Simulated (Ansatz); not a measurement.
**C3H6FNO: basis-set convergence**

An exercise on one series of results from a longer session: the logs are not shown, and one member is left open.

The runs use Ansatz 0.2.0, Gaussian basis; one geometry, several basis sets.

Plan: PBE0-D4/def2-SVP; ωB97M-V/def2-SVP; PBE0-D4/def2-QZVPP; ωB97M-V/def2-QZVPP; the functionals' def2-TZVPP values are taken from earlier runs.

## The geometry

An earlier PBE0-D4 in a triple-zeta def2 set relaxation fixed the geometry.

SMILES `C[C@@H]1O[C@]1(N)F`, 12 atoms, charge 0, spin multiplicity 1.

Atoms are counted from 1 here; the program's logs count them from 0.

Bond lengths: C1–C2 1.492 Å, C1–H7 1.093 Å, C1–H8 1.093 Å, C1–H9 1.089 Å, C2–O3 1.459 Å, C2–C4 1.463 Å, C2–H10 1.090 Å, O3–C4 1.369 Å, C4–N5 1.404 Å, C4–F6 1.357 Å, N5–H11 1.011 Å, N5–H12 1.009 Å. Angles: C2–C1–H7 110.5°, C2–C1–H8 109.8°, C2–C1–H9 110.9°, H7–C1–H8 108.0°, H7–C1–H9 108.8°, H8–C1–H9 108.7°, C1–C2–O3 116.7°, C1–C2–C4 123.6°, C1–C2–H10 116.1°, O3–C2–C4 55.9°, O3–C2–H10 112.3°, C4–C2–H10 117.0°, C2–O3–C4 62.2°, C2–C4–O3 61.9°, C2–C4–N5 129.0°, C2–C4–F6 116.7°, O3–C4–N5 116.4°, O3–C4–F6 115.6° and more.

Coordinates:

```xyz
12
charge 0, multiplicity 1
C     0.0387   -0.4120    1.7104
C     0.3554   -0.4362    0.2526
O     1.2240    0.6247   -0.2468
C    -0.0720    0.6007   -0.6863
N    -0.2587    0.5138   -2.0753
F    -0.8775    1.5755   -0.1928
H     0.9079   -0.7214    2.2959
H    -0.7769   -1.1076    1.9245
H    -0.2614    0.5862    2.0266
H     0.6087   -1.4095   -0.1676
H    -1.2074    0.2627   -2.3166
H     0.3965   -0.1320   -2.4907
```

The first run:

File in.yaml:

```yaml
crystal:
  periodic: [false, false, false]
  atoms:
    - {symbol: C, position_ang: [0.038658, -0.412027, 1.710406]}
    - {symbol: C, position_ang: [0.355357, -0.436243, 0.252602]}
    - {symbol: O, position_ang: [1.223983, 0.624663, -0.246848]}
    - {symbol: C, position_ang: [-0.072039, 0.600689, -0.686332]}
    - {symbol: N, position_ang: [-0.258719, 0.513827, -2.075252]}
    - {symbol: F, position_ang: [-0.877543, 1.575511, -0.192820]}
    - {symbol: H, position_ang: [0.907903, -0.721417, 2.295942]}
    - {symbol: H, position_ang: [-0.776899, -1.107619, 1.924541]}
    - {symbol: H, position_ang: [-0.261369, 0.586209, 2.026611]}
    - {symbol: H, position_ang: [0.608725, -1.409491, -0.167648]}
    - {symbol: H, position_ang: [-1.207419, 0.262705, -2.316569]}
    - {symbol: H, position_ang: [0.396463, -0.132008, -2.490732]}
basis:
  gaussian: {orbitals: def2-SVP}
hamiltonian: {xc: pbe0, dispersion: d4}
output: {orbitals: {seedname: orbitals}}
```

On the command line:

```sh
$ ansatz run in.yaml --threads 4 --pin off --events-out ev --progress --plain --max-ram 10444MiB
```

Among the steps run: PBE0-D4 in def2-SVP; ωB97M-V in def2-SVP; PBE0-D4 in def2-QZVPP; ωB97M-V in def2-QZVPP.

One table of the session follows, with a row left open; its other results are not shown here.

It belongs to the step «Density functionals: the series». 

```
functional       basis  HOMO (eV)  LUMO (eV)
   PBE0-D4    def2-SVP          ?          ?
   PBE0-D4  def2-TZVPP      -7.42       1.02
   PBE0-D4  def2-QZVPP      -7.47       0.52
   ωB97M-V    def2-SVP      -9.57       3.36
   ωB97M-V  def2-TZVPP      -9.77       2.38
   ωB97M-V  def2-QZVPP      -9.82       1.63
```

**Question.** Estimate the row for PBE0-D4, def2-SVP.

The run gave: HOMO (eV): -7.24; LUMO (eV): 1.75. In the column «HOMO (eV)» it is the highest.
